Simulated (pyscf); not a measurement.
A first-order saddle from PySCF, ωB97X-D3(BJ)/def2-SVP:

```
Nb
F 1 1.8408
F 1 1.8409 2 103.94
O 1 1.8483 2 99.91 3 97.16
H 4 0.9620 1 154.99 2 155.09
F 1 1.8717 2 96.38 4 170.86
F 1 2.1382 2 84.55 6 -83.81
H 7 1.1723 1 84.01 2 178.52
S 8 1.6221 7 146.23 1 1.12
H 9 1.3470 8 94.87 7 -95.60
```

Surface: singlet, charge 0. Lowest wavenumbers (cm⁻¹): 746i, 80, 139, 154, 193.

**Question.** Which two sides does it connect, and which bonds change?

**Answer.** HO–Nb(F)(F)(F)–F (SMILES [OH][Nb]([F])([F])([F])[F]) + H₂S (SMILES S) ⇌ HO–Nb(F)(F)(F)–SH (SMILES [OH][Nb]([F])([F])([F])[SH]) + HF (SMILES F), a four-centre exchange read from left to right: F–Nb, H–S broken and Nb–S, F–H formed. At ωB97M-D3(BJ)/def2-TZVP it lies +10.4 kcal/mol from the left side and -3.1 kcal/mol from the right (each side as separated species at their lowest minima found). On the reactant side the descent ends in an adduct with a Nb–S contact (not fully relaxed), 14.9 kcal/mol under the separated species and 20.2 kcal/mol under the saddle at ωB97X-D3(BJ)/def2-TZVP. On the product side the descent ends in an adduct with a F–Nb contact, 7.9 kcal/mol under the separated species and 4.1 kcal/mol under the saddle at ωB97X-D3(BJ)/def2-TZVP. At ωB97M-D3(BJ) the saddle lies under the separated products, which points to a path from their complex (located at ωB97X-D3(BJ) alone), and parting the products costs more than the saddle. What is counted as formed (Nb–S) is already present as a longer contact in the reactant adduct; forming that adduct is a step of its own. What is counted as broken (F–Nb) persists as a longer contact in the product adduct; parting that adduct is a step of its own. At ωB97X-D3(BJ)/def2-TZVP the barrier from the zero used here is 5.3 kcal/mol. One saddle was located; it need not be the lowest between these sides. Elements past Kr carry the def2 core potentials, without spin-orbit coupling.
